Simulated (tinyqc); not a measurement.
The basis set: RHF and MP2 along a ladder of basis sets, for N2, spin multiplicity 1. Computed by the program tinyqc with PySCF. Same geometry throughout; the dipole is taken about the origin.

Geometry (angstrom):
```
atom,x,y,z
N,0.0000,0.0000,0.0000
N,0.0000,0.0000,1.0620
```

RHF and frozen-core MP2 in a ladder of bases:
```
basis,functions,E(RHF) (hartree),E(MP2 corr) (hartree),HOMO (eV),LUMO (eV),dipole (debye)
sto-3g,10,-107.480322,-0.141312,-14.9291,8.1068,0.0000
3-21g,18,-108.299477,-0.222544,-16.8371,5.3945,0.0000
6-31g**,28,-108.942223,-0.294738,-17.0640,5.1755,0.0000
cc-pvdz,28,-108.954686,-0.295846,-16.9754,5.3072,0.0000
aug-cc-pvdz,46,-108.960950,-0.306714,-17.1772,2.8187,0.0000
cc-pvtz,60,-108.986464,-0.364304,-17.0845,4.8926,0.0000
```

Estimate the missing row, basis = 6-31g.

Computed row:
```
basis  functions  E(RHF) (hartree)  E(MP2 corr) (hartree)  HOMO (eV)  LUMO (eV)  dipole (debye)
6-31g         18       -108.865381              -0.225342   -17.2170     4.6398          0.0000
```

From cc-pVDZ to cc-pVTZ the RHF energy falls by 31.8 mhartree and the correlation energy by 68.5. If valence correlation converges as X^-3, (27 E(T) - 8 E(D))/19 gives -0.3931 hartree, a rough estimate from such small X that usually falls short; STO-3G holds about 36 % of it. Beyond STO-3G the LUMO moves by 2.6 eV and the HOMO by 0.4 eV; diffuse functions lower the positive LUMO sharply, since an unbound virtual level tracks the most diffuse function.
